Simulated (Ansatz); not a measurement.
Geometry optimisation, Ansatz 0.2.0, RKS PBE-D4/def2-mTZVP.

The input (input.yaml):

```yaml
crystal:
  periodic: [false, false, false]
  atoms:
    - { symbol: O, position_ang: [-0.74428, -0.2593, -0.9354] }
    - { symbol: B, position_ang: [0.00216, 0.00313, -0.00221] }
    - { symbol: O, position_ang: [0.73435, 0.25909, 0.94422] }
    - { symbol: H, position_ang: [-1.35287, -0.52748, -1.62227] }
    - { symbol: H, position_ang: [1.36065, 0.52456, 1.61566] }
total_charge: 1
basis:
  gaussian: { orbitals: def2-mTZVP }
hamiltonian:
  xc: pbe
  dispersion: d4
relax:
  f_tol: 0.02
  max_steps: 50
```

Command:

```bash
$ ansatz run input.yaml --threads 1 --pin off --max-ram 2048MiB --backend cpu --events-out ev --progress --plain --runs-dir out
```

Q: Where does it end, and by what steps?

A: It converged. Limits of this set-up: the dipole of an ion depends on the origin. After 13 steps the energy has fallen by 0.312 eV; H5 moved furthest, 0.34 Å.

```
step  energy less start (eV)  largest force component (eV/Å)  accepted
   0                  0.0000                           0.884       yes
   1                 -0.0459                           0.176       yes
   2                 -0.0487                           0.101       yes
   3                 -0.1144                           0.517       yes
   4                 -0.1907                           0.569       yes
   5                 -0.2257                           0.789       yes
   6                 -0.2505                           0.978       yes
   7                 -0.2530                           1.086       yes
   8                 -0.2536                           1.107       yes
   9                 -0.1522                           1.770        no
  10                 -0.3080                           0.401       yes
  11                 -0.3121                           0.064       yes
  12                 -0.2576                           0.719        no
  13                 -0.3124                           0.015       yes
```

```xyz
5
Properties=species:S:1:pos:R:3
O -0.862 0.008 -0.951
B -0.081 0.058 0.050
O 0.554 0.210 1.139
H -1.098 -0.738 -1.542
H 1.487 0.462 1.305
```

Whether the end is a true minimum wasn't checked by a vibrational analysis.

Run time: 18 s on 1 thread of Arm Neoverse V1 (shared host), peak memory 0.11 GiB.
